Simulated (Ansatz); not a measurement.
What a trial cell of RbIr relaxes into

These are results of Ansatz, DFT PBE, scalar-relativistic, plane waves, PAW, not measurements. Cutoff 420 eV, Γ-centred k mesh, Gaussian smearing, no spin polarisation in the final step.

The start puts RbIr on the sites of a reported ZrSi cell (Cmcm, No. 63), with Rb in place of Zr, Ir in place of Si, at a guessed volume.

```
CELL_PARAMETERS angstrom
2.24497 -5.91481 0.00000
2.24497 5.91481 0.00000
0.00000 0.00000 4.47085
ATOMIC_POSITIONS crystal
Rb 0.35440 0.64560 0.75000
Rb 0.64560 0.35440 0.25000
Ir 0.07760 0.92240 0.75000
Ir 0.92240 0.07760 0.25000
```

Cell and atoms relax at zero pressure; the relaxation can't lower the symmetry of the start. After a coarse first stage the cell is made exact in the group found at 0.06 Å.

Formation energies are uncorrected and refer to the elements' standard structures at the same level.

(1) What does it relax into?

(2) What are its volume, energy, density and gap?

Answers

(1) It keeps Cmcm (No. 63). The result has the CrB (Rb on Cr sites) structure. Conventional cell: a = 5.523 Å, b = 11.603 Å, c = 4.351 Å. Around Rb lie 7 Ir at 3.48–3.72 Å, 2 Rb at 3.97 Å and 6 Rb at 4.30–4.35 Å; Ir has 2 Ir at 2.36 Å.

```xyz
4
Lattice="2.7614 -5.8016 0.0000 2.7614 5.8016 0.0000 0.0000 0.0000 4.3508" Properties=species:S:1:pos:R:3 pbc="T T T"
Rb    2.7614    1.6620    3.2631
Rb    2.7614   -1.6620    1.0877
Ir    2.7614    5.3479    3.2631
Ir    2.7614   -5.3479    1.0877
```

(2) The volume per atom is 34.85 Å³ and the density is 6.62 g/cm³. The energy over the elements is 0.60 eV/atom and the gap on the 10×10×10 mesh is 0 eV (a metal).

The final run used a 10×10×10 mesh on its 4-atom cell and 0.10 eV smearing. The k mesh leaves about 4 meV/atom of noise in metals. Spin–orbit coupling is left out. A structure relaxed within its symmetry needn't be a true minimum. The steps took about 2.7 core-minutes in all.